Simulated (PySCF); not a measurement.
Two species compared at the same levels of theory.

First species: SiF4.
SMILES: `F[Si](F)(F)F`

Second species: N,N,N',N'-tetramethylmethanediamine, C5H14N2.
Geometry (PBE0-D3(BJ)/def2-SVP, Å), atoms numbered from 1 in this order:
```
atom  x, y, z in Å
C1     1.6459   -0.7426    0.7719
N2     1.0735    0.3752    0.0644
C3     2.0426    1.1214   -0.6909
C4    -0.0909    0.0128   -0.7011
N5    -1.1793   -0.3843    0.1539
C6    -2.2185   -1.0951   -0.5396
C7    -1.6784    0.7005    0.9617
H8     0.8498   -1.2630    1.3213
H9     2.1346   -1.4781    0.0924
H10    2.4021   -0.3915    1.4910
H11    2.5160    0.5344   -1.5113
H12    1.5733    2.0100   -1.1412
H13    2.8499    1.4672   -0.0268
H14    0.1119   -0.8343   -1.3969
H15   -0.3563    0.8883   -1.3383
H16   -2.7658   -0.4702   -1.2825
H17   -2.9600   -1.4727    0.1813
H18   -1.7973   -1.9608   -1.0741
H19   -0.8318    1.1988    1.4530
H20   -2.3616    0.3169    1.7351
H21   -2.2300    1.4633    0.3655
```

Levels: wB97X-D/def2-SVPD for dipole moment, HOMO energy, LUMO energy, HOMO–LUMO gap, static isotropic polarisability and electronic spatial extent ⟨r²⟩ about the centre of nuclear charge; TDDFT wB97X-D/def2-SVPD for lowest singlet excitation; TDA wB97X-D/def2-SVPD for lowest triplet excitation (Tamm–Dancoff). Geometries: PBE0-D3(BJ)/def2-SVP. Each species is one conformer at its optimised geometry, gas phase, non-relativistic unless stated; the electronic structure was computed with PySCF and density fitting.

Dipoles, sizes and rotational constants follow the conformer. The torsions of the flexible species, by atom-mapped SMILES:
- `[CH3:1][N:2]([CH3:3])[CH2:4][N:5]([CH3:6])[CH3:7]`: C1–N2–C4–N5 66°, N2–C4–N5–C6 -164°

Task: Which has the higher S1 energy?

Result: The first: 11.17 eV against 6.24 eV, a difference of 4.93 eV.

Task: Which of the two has the higher T1 energy, and by how much?

Result: The first: 10.86 eV against 6.18 eV, a difference of 4.68 eV.

Task: Which has the higher LUMO energy?

Result: The second: 2.36 eV against 1.26 eV, a difference of 1.10 eV.

Task: Which of the two has the higher HOMO energy, and by how much?

Result: The second: -7.96 eV against -14.97 eV, a difference of 7.01 eV.

Task: Which has the higher static isotropic polarisability?

Result: The second: 83.2 au against 22.8 au, a difference of 60.4 au.

Task: Which of the two has the higher dipole moment, and by how much?

Result: The second: 0.59 D against 0.00 D, a difference of 0.59 D.

Task: Which of the two has the higher HOMO–LUMO gap, and by how much?

Result: The first: 16.23 eV against 10.32 eV, a difference of 5.91 eV.

Task: Which has the higher ⟨r²⟩?

Result: The second: 980 bohr² against 397 bohr², a difference of 583 bohr².

On the first: S1 lies 5.06 eV below the HOMO–LUMO gap. The vertical singlet–triplet gap S1 − T1 is 0.31 eV (TDDFT singlet less Tamm–Dancoff triplet).

On the second: The vertical singlet–triplet gap S1 − T1 is 0.06 eV (TDDFT singlet less Tamm–Dancoff triplet; S1: HOMO→LUMO, weight 0.79; T1: HOMO→LUMO, weight 0.79). A dipole of 0.59 D is allowed in C2, and pure rotational transitions are dipole-allowed.
